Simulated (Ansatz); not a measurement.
## Predicting a hybrid from its neighbours: CH6N+ (methanamine, conjugate acid)

CH6N+ has 8 atoms, charge +1, and is taken as a singlet. As SMILES, `C[NH3+]`. The coordinates come from a PBE0-D4/def2-TZVP relaxation.

The HOMO–LUMO gap y, in eV, basis def2-TZVP; a is the functional's share of exact exchange. Programs: Ansatz 0.2.0.

```
functional  program     a  y (eV)
      BLYP   Ansatz     0    9.38
       PBE   Ansatz     0    9.54
     B3LYP   Ansatz   0.2   11.38
      PBE0   Ansatz  0.25       ?
   r2SCAN0   Ansatz  0.25   12.87
     BHLYP   Ansatz   0.5   14.17
```

**Question.** Fit y = c + s·a to the known rows and predict PBE0.

**Answer.** 
1. Means of the 5 rows: a = 0.1900, y = 11.468.
2. Σ(Δa)² = 0.172, Σ(Δa·Δy) = 1.6839, so the slope is 1.6839/0.172 = 9.7901.
3. Intercept: 11.468 − (9.7901) × 0.1900 = 9.608. The largest residual of the fit is 0.81.
4. PBE0: 9.608 + (9.7901) × 0.25 = 12.06 eV.

The run gave 12.02 eV, so the prediction is off by +0.04 eV, within the scatter of the fit. Exact exchange lowers occupied levels and raises empty ones.
